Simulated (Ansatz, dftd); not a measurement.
System: C$_{4}$H$_{8}$, charge 0, singlet. C4H8 (cyclobutane, SMILES C1CCC1).
B3LYP-D3(BJ)/def2-TZVP minimum from Ansatz (an electronic-structure program):
```
C
H 1 1.0899
H 1 1.0911 2 108.56
C 1 1.5494 2 117.79 3 127.92
H 4 1.0899 1 117.79 2 -99.90
H 4 1.0911 5 108.56 1 -127.92
C 1 1.5494 2 117.79 3 -127.92
H 7 1.0899 1 117.79 2 99.90
H 7 1.0911 8 108.56 1 127.92
C 7 1.5494 8 117.79 9 127.92
H 10 1.0899 7 117.79 8 -99.90
H 10 1.0911 11 108.56 4 127.92
```
Charge 0, spin multiplicity 1.

Quantity: atomisation energy (electronic, to ground-state atoms), in kcal/mol. Radicals and triplets start from unrestricted determinants; spin-orbit coupling is neglected. CBS(X,Y): correlation extrapolated as X^-3, Hartree-Fock from the larger set. A bracket is a step between two methods taken in the basis named. Functionals run without relativity, which enters their misses. '+ core + X2C': CCSD(T) terms for core correlation (cc-pwCVTZ) and scalar relativity (cc-pVTZ-DK). For partners of very few electrons the exact lower level stands in for a higher one.

Compared with CCSD(T)/CBS(cc-pVTZ,cc-pVQZ) + [CCSDT(Q) - CCSD(T)]/cc-pVDZ + core + X2C (Ansatz).

**Question.** Rank these levels by how close they come to it, closest first: r2SCAN-D4/def2-TZVPD (Ansatz + dftd4); PBE-D4/def2-TZVPD (Ansatz + dftd4); CAM-B3LYP-D3(BJ)/def2-TZVPD (Ansatz + dftd3).

**Answer.** CAM-B3LYP-D3(BJ)/def2-TZVPD (1152.5 kcal/mol, difference 1.1), r2SCAN-D4/def2-TZVPD (1149.7 kcal/mol, difference -1.7), PBE-D4/def2-TZVPD (1171.1 kcal/mol, difference 19.7)
